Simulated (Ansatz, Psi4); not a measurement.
## Heat of formation of C2H2O2 (SMILES O=CC=O) from total energies

The species is C2H2O2 (6 atoms), meant as a singlet with charge 0. As SMILES, `O=CC=O`. The coordinates come from a PBE0-D4/def2-TZVP relaxation. This is one conformer, not always the lowest.

Total energies at MP2/aug-cc-pVDZ, 4 core orbitals frozen (Psi4 1.11); the atoms run unrestricted:

```
species    state  energy (Eh)
 C2H2O2  singlet  -227.271387
      O  triplet   -74.906967
      C  triplet   -37.741465
      H  doublet    -0.499334
```

Harmonic wavenumbers at PBE0-D4/def2-TZVP, in cm⁻¹: 127, 334, 561, 814, 1084, 1085, 1334, 1380, 1837, 1840, 2956, 2959.

Measured heats of formation of the gaseous atoms at 298.15 K, in kJ/mol: O 249.2, C 716.9, H 218.0. Spin-orbit lowering of the atoms at 298 K (mean of the ground term's levels less their thermal mean, from spectra), in kJ/mol: O 0.40, C 0.02. Take 1 Eh = 2625.50 kJ/mol, 1 cm⁻¹ = 0.0119627 kJ/mol, RT = 2.479 kJ/mol.

**Question.** What heat of formation follows?

**Answer.** 
1. Electronic atomisation energy: 2 × (-74.906967) + 2 × (-37.741465) + 2 × (-0.499334) − (-227.271387) = 0.975855 Eh = 2562.1 kJ/mol.
2. Zero-point energy: half the sum of the wavenumbers, 8155.5 cm⁻¹ = 97.6 kJ/mol.
3. Thermal vibrational enthalpy, Σ hcν̃/(exp(hcν̃/kT) − 1): 3.7 kJ/mol. Translation, rotation and pV of a non-linear molecule: 4 RT = 9.9 kJ/mol.
4. The 6 free atoms carry 5/2 RT each: 37.2 kJ/mol.
5. Spin-orbit coupling lowers the free atoms by 2 × 0.40 + 2 × 0.02 = 0.8 kJ/mol.
6. Atomisation enthalpy at 298 K: 2562.1 − 0.8 − 97.6 − 3.7 − 9.9 + 37.2 = 2487.3 kJ/mol.
7. Sum of the atoms' heats of formation: 2368.2 kJ/mol. Heat of formation: 2368.2 − 2487.3 = -119.1 kJ/mol.

The tabulated value is -212.4 kJ/mol (Active Thermochemical Tables), so this level is off by +93.3 kJ/mol, or 3.6 % of the atomisation enthalpy that the table implies (2580.6 kJ/mol). Perturbation theory converges slowly with the basis for atomisation. Anharmonicity and any spin-orbit splitting of the molecule are left out, and so is core correlation.
